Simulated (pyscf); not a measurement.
Thermochemistry of product channels of H₂Al–Cl (SMILES [AlH2][Cl]) + H₂O (SMILES O) on the singlet surface, in kcal/mol, from ωB97M-D3(BJ)/def2-TZVP energies (ideal gas, 1 atm, RRHO with modes under 100 cm⁻¹ raised to 100, one conformer, R ln 2 for chiral ones without a mode under 150 cm⁻¹). Structures and frequencies: ωB97X-D3(BJ)/def2-SVP in PySCF.

```json
[
 {"products": "HO–AlH–Cl (SMILES [OH][AlH][Cl]) + H₂ (SMILES [H][H])", "ΔE": "-30.1", "ΔH(298 K)": "-32.3", "ΔG(600 K)": "-29.5", "ΔG(900 K)": "-28.8"},
 {"products": "HCl (SMILES Cl) + HO–AlH₂ (SMILES [OH][AlH2])", "ΔE": "+6.0", "ΔH(298 K)": "+4.3", "ΔG(600 K)": "+4.4", "ΔG(900 K)": "+4.1"}
]
```

These are energies of the channels, which say nothing of barriers.
